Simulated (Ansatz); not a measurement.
Conformers of C$_{2}$H$_{4}$FNO, SMILES `NC1(F)CO1`, each relaxed with PBE0-D4/def2-TZVP in Ansatz. CBS adds the triple-zeta coupled-cluster correction to the MP2 limit.

Not all of them had a frequency check.

Conformer A:

```xyz
9

N     0.567   -1.267   -0.329
C     0.003    0.009   -0.476
F    -0.690    0.061   -1.639
C    -0.387    0.967    0.553
O     0.828    1.073   -0.233
H    -0.136   -1.991   -0.282
H     1.178   -1.309    0.474
H    -0.228    0.737    1.604
H    -1.136    1.721    0.328
```

Conformer B:

Cartesian coordinates in Å:
```
N 0.893 -0.905 -0.450
C -0.143 0.023 -0.306
F -1.206 -0.192 -1.147
C -0.424 0.729 0.928
O 0.208 1.345 -0.216
H 1.337 -0.805 -1.356
H 0.548 -1.852 -0.355
H 0.227 0.589 1.785
H -1.438 1.068 1.116
```

Conformer C:

```xyz
9

N     1.353    0.209   -0.216
C     0.037    0.352    0.241
F     0.012    1.229    1.269
C    -0.979   -0.676    0.190
O    -1.035    0.514   -0.631
H     1.395   -0.413   -1.011
H     1.739    1.109   -0.474
H    -1.722   -0.720    0.981
H    -0.799   -1.603   -0.349
```

(1) Which is lowest in electronic energy at CCSD(T)/CBS (frozen core, def2 sets), and by how much? (Best estimate.)

(2) Give the energies relative to B (kJ/mol) with r2SCAN-D4/def2-TZVPP, ωB97X-V/def2-TZVPP, PBE0/def2-TZVPP, MP2/def2-TZVPP, HF/def2-QZVPP, SCS-MP2/def2-QZVPP, CCSD/CBS(def2). (Estimate.)

Results:

(1) Computed: B; A lies 5.1 kJ/mol higher, C lies 2.3 kJ/mol higher.

(2) Ansatz gave: 
```tsv
level	A	C
r2SCAN-D4/def2-TZVPP	5.2	2.5
ωB97X-V/def2-TZVPP	6.8	3.5
PBE0/def2-TZVPP	6.0	3.1
MP2/def2-TZVPP	5.2	2.0
HF/def2-QZVPP	5.6	2.7
SCS-MP2/def2-QZVPP	4.9	2.0
CCSD/CBS(def2)	5.2	2.5
```
